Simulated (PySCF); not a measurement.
**Computed spin Hamiltonian**

Compound: C5H10O (charge +1 and doublet state).
Z-matrix (Å and degrees, GFN2-xTB geometry), rows numbered from 1:
```
C 
C   1  1.4527
C   2  1.3983  1  124.46
C   3  1.4773  2  121.58  1  -179.85
O   3  1.3091  2  116.87  1     0.13
C   5  1.4087  3  121.82  2   179.92
H   1  1.0969  2  109.83  3  -122.38
H   1  1.0966  2  109.95  3   125.10
H   1  1.0858  2  113.17  3     1.13
H   2  1.0809  1  118.02  3   179.94
H   4  1.0933  3  110.62  2  -122.09
H   4  1.0933  3  110.52  2   120.70
H   4  1.0849  3  111.66  2    -0.58
H   6  1.0944  5  111.37  3    60.61
H   6  1.0890  5  106.23  3  -179.96
H   6  1.0945  5  111.31  3   -60.61
```

The hyperfine couplings belong to this conformer and change with its torsions.

As a line formula: `C[CH+][C](C)OC` [radical] (charge +1).

Level of theory: PySCF 2.14.0, UKS B3LYP, pcH-1 on C H O, non-relativistic, mean-field spin-orbit, GIAO. Isolated species at its GFN2-xTB geometry (one conformer only). The geometry wasn't refined by DFT: couplings that depend on bond lengths, twists or pyramidal angles can differ widely from those at the functional's own minimum, by a factor of two or more for some ions and for spin on atoms past the first row. The SCF solution wasn't tested for stability.

```json
{
  "g1, g2, g3": "2.00212, 2.00341, 2.00515",
  "g_iso": "2.00356",
  "Form of g": "rhombic: the two nearest values differ by 43 % of g3 − g1",
  "⟨S²⟩": "0.7539 (exact 0.7500)",
  "α and β electrons": "24, 23",
  "Total energy": "-271.49151 Eh"
}
```

Isotropic coupling and dipolar principal values T1 to T3, in MHz:

```
atom  isotope  a_iso     T1     T2    T3  Mulliken spin population
  C1      13C  -20.8   -4.5   -1.7   6.2                     -0.03
  C2      13C   40.2  -48.4  -47.0  95.4                      0.59
  C3      13C  -11.4  -17.1  -12.9  30.0                      0.15
  C4      13C   -8.2   -2.0    0.1   1.9                     -0.02
  O5      17O  -23.8  -74.5   36.3  38.2                      0.20
  C6      13C   -8.3   -1.9    0.9   1.0                     -0.01
  H7       1H  118.0   -5.4   -2.9   8.3                      0.04
  H8       1H  111.7   -5.3   -2.9   8.2                      0.04
  H9       1H   -0.1   -3.8   -1.2   5.1                      0.00
 H10       1H  -39.9  -22.5   -3.4  25.8                     -0.03
 H11       1H   43.7   -3.1   -1.9   5.0                      0.02
 H12       1H   44.8   -3.1   -2.0   5.0                      0.02
 H13       1H   -0.8   -3.1   -2.4   5.6                      0.00
 H14       1H   40.2   -3.0   -1.4   4.4                      0.02
 H15       1H   -0.6   -2.3   -2.3   4.6                      0.00
 H16       1H   40.3   -3.0   -1.4   4.4                      0.02
```

The largest Mulliken spin populations are on C2 (+0.59), O5 (+0.20) and C3 (+0.15). The angles at C2 add up to 360.0°, so it is planar.

C3, the radical centre as drawn in `C[CH+][C](C)OC`, holds a spin population of +0.15 out of 1.

Axes: g2 points within 14° of the C3–C4 bond and g3 points within 13° of the O5–C6 bond.

Under fast tumbling the dipolar parts average out, and these isotropic splittings remain: 3 × 1H (H7/H8/H9, I = 1/2, 4 lines) with 2.73 mT, 1 × 1H (H10, I = 1/2, 2 lines) with 1.42 mT, 3 × 1H (H11/H12/H13, I = 1/2, 4 lines) with 1.04 mT and 3 × 1H (H14/H15/H16, I = 1/2, 4 lines) with 0.95 mT.

Nuclei that the bonding pattern makes equivalent are averaged, as if the motion that swaps them (rotation, inversion, ring flip) were fast. The three 1H nuclei of mean +76.5 MHz run from -0.1 to 118.0 MHz in the frozen geometry. The three 1H nuclei of mean +29.2 MHz run from -0.8 to 44.8 MHz in the frozen geometry.

The 13C coupling of C2 (40.2 MHz) shows only in satellite lines or after enrichment, since that isotope makes up about 1.07 % of natural carbon.

The 17O coupling of O5 (-23.8 MHz) shows only in satellite lines or after enrichment, since that isotope makes up about 0.038 % of natural oxygen.

β density exceeds α density at some nuclei, such as C1 (-0.0185), C3 (-0.0101) and H10 (-0.0089), spin density in bohr⁻³. In a single determinant that takes different orbitals for the two spins, that is spin polarisation.

Time: 38 s of wall time (grids of density and orbitals included); peak memory 0.90 GiB. Hardware: one thread of an Arm Neoverse V2, shared host with 192 logical CPUs at a one-minute load of 58.
